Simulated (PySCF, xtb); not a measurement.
HO, SMILES [OH] (connectivity only; charge and spin as stated), charge -1, multiplicity 1.

GFN2-xTB in xtb at its own geometry gives an orbital gap of 13.21 eV.

Coordinates come from a r2SCAN-D4/def2-TZVPD optimisation. The multiplicity is an assumed one; other spin states were not compared.

**Question.** What does PBE0/def2-TZVPD (PySCF) give? (The exact figures need the calculation; the answer reports its results.)

**Answer.** gap 5.03 eV (levels 0.79 and 5.82 eV).
